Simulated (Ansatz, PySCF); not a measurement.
Molecule: hydrogen peroxide, H₂O₂, net charge 0, singlet state. SMILES: OO
Structure (B3LYP-D3(BJ)/def2-TZVP (Ansatz, an electronic-structure program) minimum search):
```xyz
4

O      0.0155     0.7238    -0.0702
O     -0.0112    -0.7261    -0.0419
H      0.8057     0.8967     0.4614
H     -0.8394    -0.8786     0.4355
```
Charge 0, spin multiplicity 1.

Wanted: vertical triplet-singlet gap, E(triplet) - E(singlet), in eV. Terms: open shells spin-unrestricted; dispersion terms only where a functional's name holds one; non-relativistic; no spin-orbit coupling; six Cartesian d functions in 6-31G* and its kin unless marked 5d; each state is the SCF solution reached for its charge and spin. First-principles rows: single points at B3LYP-D3(BJ) geometries (Ansatz). Levels can end on unlike triplets.

```csv
species,coefficient,"E at B3LYP/6-31G* (Ansatz), Eh","E at M06-2X/def2-TZVPD (PySCF), Eh"
"charge 0, triplet",+1,-151.35749,-151.36850
"charge 0, singlet",-1,-151.53311,-151.55321
```

 1 Eh = 27.2114 eV.

Question: Compute it at each level from the table.

Answer: 
- B3LYP/6-31G*: the sum of coefficient times E is 0.17562 Eh, or 4.779 eV. Result: 4.78 eV.
- M06-2X/def2-TZVPD: the sum of coefficient times E is 0.18471 Eh, or 5.026 eV. Result: 5.03 eV.
